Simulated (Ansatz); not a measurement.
Input file:

```yaml
crystal:
  periodic: [false, false, false]
  atoms:
    - {symbol: B, position_ang: [0.000000, 0.000000, 0.118801]}
    - {symbol: C, position_ang: [0.000000, 0.000000, -1.792323]}
    - {symbol: H, position_ang: [0.000000, 0.000000, 1.673522]}
basis:
  gaussian: {orbitals: 6-31G}
magnetization: {spin_polarized: false, initial_magnetization: 2}
correlation: {method: fci, electrons: outside_noble_gas}
```

```sh
$ ansatz run in.yaml --threads 1 --pin off --events-out ev --progress --plain --max-ram 2393MiB
```

The program prints:

```
445 factors; integrals over basis functions are off by at most 1.6e-7 eV
mean field evaluation 1: about -1708.3005 eV, gradient 1.0e1 eV
mean field evaluation 2: about -1708.3014 eV, gradient 1.0e1 eV
mean field evaluation 4: about -1708.9266 eV, gradient 4.5e0 eV
mean field evaluation 8: about -1709.0309 eV, gradient 2.5e-1 eV
mean field evaluation 16: about -1708.7190 eV, gradient 2.6e0 eV
mean field evaluation 32: about -1707.7345 eV, gradient 2.8e0 eV
mean field -1709.03214319 eV, -62.8057728387 hartree, gradient 2.8e-6 eV, S^2 2.000000; 5 other end points of the search recorded, 0 dependent functions left out
mean field evaluation 64: about -1708.7386 eV, gradient 2.1e0 eV
mean field evaluation 96: about -1708.2961 eV, gradient 3.6e0 eV
2 core orbitals not correlated: weight in the atoms' cores, before any rotation towards them, 1.000 or more for the frozen orbitals, at most 0.000 for the correlated occupied ones
reference -1709.03214319 eV, -62.8057728387 hartree; 5, 3 occupied and 13, 15 virtual orbitals, 445 factors
state -1713.29066150 eV, -62.9622704999 hartree
Total energy: -1713.29066150 eV, -62.9622704999 hartree
```

Natural occupations: 1.9559 1.9269 1.8817 0.9533 0.9533 0.1114 0.0745 0.0745 0.0383 0.0099 0.0046 0.0040 0.0040 0.0029 0.0016 0.0013 0.0013 0.0008.

Ran on 1 thread of Intel Xeon Platinum 8488C, shared host: 17 s wall, 0.29 GiB peak host memory.
